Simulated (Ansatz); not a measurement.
# Zinc-blende BP: LA phonon frequency at X by level of theory

No measured value is used here.

| level (code) | value (cm⁻¹) | cell (Å³/atom) |
|---|---|---|
| LDA (Ansatz) | 537 | 11.32 |
| BLYP (Ansatz) | 517 | 12.13 |
| PBE (Ansatz) | ___ | 11.76 |
| revPBE (Ansatz) | 521 | 11.92 |
| RPBE (Ansatz) | 519 | 11.97 |
| PBE-D3(BJ) (Ansatz) | 539 | 11.45 |
| r²SCAN (Ansatz) | 541 | 11.67 |
| r²SCAN+rVV10 (Ansatz) | 543 | 11.63 |
| HSE06 (Ansatz) | 547 | 11.57 |
| PBE0 (Ansatz) | 548 | 11.57 |

Task: Fill in the missing entries.

Result: 
- PBE (Ansatz, a program for electronic structure), value (cm⁻¹): 525

PBE-D3(BJ): the dispersion coefficients are held fixed in the derivatives. Each level is taken at its own relaxed cell. Cutoffs and k meshes differ between the levels. Ansatz's density-functional and Hartree–Fock values are scalar-relativistic unless marked +SOC, with PAW data made under PBE.
